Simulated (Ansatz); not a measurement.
Consider the isomerisation: `CC(C)C=N` → `NC1CCC1`.

Calculated with Ansatz (gas phase, PBE0-D4/def2-TZVP geometries, no zero-point term in ΔE). CCSD(T)/CBS adds triple-zeta CCSD(T) − MP2 to the extrapolated MP2 energy (def2 sets, frozen cores). Functionals use def2-TZVPP. Each species was taken in one conformer, which may not be the lowest.

`CC(C)C=N`:

```xyz
14

C     0.661   -0.523    1.288
C    -0.364   -0.003    0.283
C     0.035    1.346   -0.285
C    -0.605   -1.053   -0.769
N    -0.497   -0.962   -2.023
H     0.366   -1.493    1.695
H     1.640   -0.642    0.815
H     0.772    0.172    2.124
H    -1.319    0.108    0.816
H    -0.718    1.737   -0.974
H     0.987    1.284   -0.820
H     0.158    2.076    0.518
H    -0.906   -2.028   -0.369
H    -0.211   -0.020   -2.298
```

`NC1CCC1`:

Z-matrix (Å, degrees):
```
C
C 1 1.550
N 1 1.438 2 123.2
C 1 1.536 2 88.0 3 -121.9
H 1 1.095 2 109.2 3 128.3
C 2 1.539 1 87.8 3 142.5
H 2 1.094 1 110.1 3 30.8
H 2 1.092 1 118.7 3 -95.6
H 3 1.012 1 111.4 2 73.2
H 3 1.013 1 110.7 2 -46.3
H 4 1.091 1 118.3 2 -143.2
H 4 1.094 1 110.1 2 91.1
H 6 1.092 2 111.5 1 91.9
H 6 1.090 2 117.9 1 -141.4
```

```csv
species,ωB97X-V energy (Eh)
`CC(C)C=N`,-212.59864
`NC1CCC1`,-212.58725
```

**Question.** Work out ΔE.

**Answer.** ΔE = (-212.58725) − (-212.59864) = 0.01139 Eh = +0.31 eV. CCSD(T)/CBS gives +0.41 eV.

Largest T1 diagnostic among the species: 0.011.

From PBE to PBE0 (25 % exact exchange), in def2-TZVPP and without D4, ΔE moves by −0.09 eV. In def2-TZVPP, CCSD(T) changes the Hartree–Fock value by −0.10 eV (the triples alone add +0.02 eV) and MP2 by −0.19 eV.
